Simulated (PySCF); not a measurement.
Molecule: SMILES C=CCOC, C4H8O.

Cartesian coordinates in Å; atom numbers follow the order of the lines, from 1:
```xyz
13

C     1.3820    0.4732    1.4051
C     0.9234   -0.4561    0.5889
C     0.5532   -0.2170   -0.8471
O    -0.7272   -0.7149   -1.1767
C    -1.7736    0.0015   -0.5723
H     1.5281    1.4909    1.0796
H     1.6473    0.2572    2.4262
H     0.7757   -1.4737    0.9260
H     0.6185    0.8562   -1.0835
H     1.2428   -0.7659   -1.4975
H    -1.7058   -0.0287    0.5213
H    -1.7703    1.0510   -0.8945
H    -2.6986   -0.4732   -0.8933
```

Frames of a GFN2-xTB Langevin trajectory at 200 K; GIAO PBE0/pcSseg-1 shieldings in PySCF 2.14, gas phase, non-relativistic; equivalent atoms averaged within each frame.

Scale: TMS for $^{13}$C (186.93 ppm), $^{1}$H (31.72 ppm); $^{17}$O (336.08 ppm) vs H2O (reference shieldings calculated alike). The references are static minima.

How do the shifts (ppm) fluctuate along the trajectory?

Results:


```tsv
time (fs)	C2	C1	C3	C5	O4	H6	H7	H8	H9/H10	H11/H12/H13
optimised geometry	147.3	125.4	79.0	58.4	26.4	5.58	5.52	6.22	4.16	3.39
250	145.9	124.1	80.5	59.9	29.7	5.98	5.93	5.92	4.90	3.65
425	146.2	124.3	82.0	60.9	23.2	5.89	5.77	6.37	4.51	3.62
625	143.9	122.2	84.8	58.2	21.8	5.47	5.34	6.23	4.70	3.41
800	149.9	120.0	83.4	59.8	25.7	5.74	5.04	6.79	3.38	3.74
1000	149.1	126.4	80.5	61.8	35.0	5.99	5.50	6.01	4.24	3.69
mean of frames	147.0	123.4	82.2	60.1	27.1	5.81	5.52	6.27	4.34	3.62
standard deviation	2.5	2.4	1.9	1.3	5.4	0.22	0.35	0.34	0.59	0.13
```

5 frames give an uncertainty of the mean of about the standard deviation over 2.2 at best, since frames this close in time may not be independent; classical motion lacks zero-point vibration, and the reference would need the same averaging.
